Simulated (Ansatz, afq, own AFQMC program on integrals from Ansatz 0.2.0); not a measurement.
**SiNH2, quartet: AFQMC among the cluster methods**

```
atom   x (Å)    y (Å)    z (Å)
  Si  0.0000  -0.1221   0.5333
   N  0.0000   0.1881  -1.0305
   H  0.0000   1.1726   1.3200
   H  0.0000  -0.3847  -1.8594
```

Connectivity, by distances: SiH–NH.

Basis cc-pVDZ. Only valence electrons are correlated. AFQMC by an in-house program on the Cholesky factors that Ansatz 0.2.0 writes for its CCSD(T) run. The CISD trial takes its coefficients from CCSD amplitudes. Released means that phaseless walkers are propagated on without the constraint, phases kept. Free AFQMC starts from the CCSD state and is never constrained. Its projection time is finite, and what remains of the start isn't in its error. Error bars are statistical, one sigma.

Determinant: UHF, the one that the program's search chose, which needn't be the lowest solution. The geometry is a PBE0/def2-TZVP stationary point of this or a neighbouring charge and spin state.

No full CI on the walks' own integrals is used here; CCSDT(Q) serves as the reference and is uncertain by about the last step of the cluster series.

Cautions: another spin lies lower (by 3.53 eV).

* T1 diagnostic: 0.0197
* weight of the determinant in the CISD state: 0.900
* ⟨S²⟩ of the determinant: 3.766
* size of the correlated space: 11 electrons in 36 orbitals

Reference: CCSDT(Q), correlation energy -6.247 eV. The released energy is read at 2.40 1/Eh (meV from the phaseless value at times in 1/Eh: -13 ± 13 at 0.24, -15 ± 12 at 0.51, -38 ± 13 at 0.99, -23 ± 16 at 1.62, -37 ± 15 at 2.40).

```
         level  E − E(reference) (mEh)  share of correlation (%)
            HF                  229.57                      0.00
           MP2                   37.08                     83.85
          CCSD                    6.44                     97.20
       CCSD(T)                    1.29                     99.44
         CCSDT                    0.38                     99.84
   ph-AFQMC/HF            -1.73 ± 2.04                    100.76
 ph-AFQMC/CISD             1.42 ± 0.37                     99.38
released AFQMC             0.07 ± 0.56                     99.97
    free AFQMC             0.00 ± 0.38                    100.00
```

Free projections are given only where their last times agree within the noise and don't stop above the reference; a slow remainder of the start can still hide under it. A walk keeps the symmetry of its determinant, which the program's search chose and which needn't be the lowest solution, so a lower state of the same spin and another symmetry isn't excluded. Released energies are given only where the last usable release times agree within the noise; a slower fall can still hide under it.
